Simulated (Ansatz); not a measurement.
The first iterations of a band of ClH3Si + H4Si (10 atoms, charge 0, multiplicity 1).

Method: RKS B3LYP-D4/6-31G* in Ansatz.

- movable images: 5
- climbing image: yes
- spring: 5.0 eV/Å²
- optimiser: quadratic models (default)
- start path: through a guess of the saddle point
- force threshold: 0.05 eV/Å
- iteration limit: 60
- end points: relaxed

Image 0:

```xyz
10
Properties=species:S:1:pos:R:3
Si 0.676 -0.037 -0.103
Cl 1.466 0.114 1.813
H 1.781 0.124 -1.078
H -0.328 1.036 -0.291
H 0.043 -1.367 -0.255
Si -3.202 0.027 1.324
H -3.171 -0.820 0.102
H -4.337 -0.390 2.187
H -3.368 1.449 0.930
H -1.926 -0.136 2.066
```

Image 6:

```xyz
10
Properties=species:S:1:pos:R:3
Si -0.474 0.040 -0.513
Cl 0.524 -0.505 3.359
H 0.494 0.993 0.086
H -0.646 0.365 -1.956
H 0.061 -1.343 -0.397
Si -2.550 0.198 0.575
H -3.559 -0.704 -0.043
H -2.423 -0.201 2.010
H -3.072 1.591 0.551
H -0.722 -0.434 3.022
```

| iteration | highest image above the first end (eV) | largest band force component (eV/Å) |
| --- | --- | --- |
| 1 | 5.739 | 6.037 |
| 2 | 4.230 | 2.180 |
| 3 | 3.670 | 0.997 |
| 4 | 3.291 | 0.979 |
| 5 | 2.812 | 0.781 |
| 6 | 2.535 | 0.662 |
| 7 | 2.159 | 0.927 |
| 8 | 1.974 | 0.787 |
| 9 | 1.821 | 0.935 |
| 10 | 1.911 | 0.741 |

Q: Does the band converge within its limit, and where does its top end?

A: It converged. It ended after 31 iterations with the highest image 2.716 eV above the first end. Beside the main top the profile has a ripple of under 15 meV (maxima at images 3, 5), which may be a very shallow well or noise. Neighbouring images differ by up to 2.4 eV, so the band resolves the path poorly. A vibrational analysis at the climbing image gives one clearly imaginary mode, 865i cm⁻¹: a first-order saddle point. The orbitals stay closed-shell, which can raise the energy where a bond breaks towards radicals; this wasn't checked here.

Run time: 4.6 min on 1 thread of Intel(R) Xeon(R) 6975P-C (Granite Rapids), with other jobs on the host, peak memory 0.17 GiB.
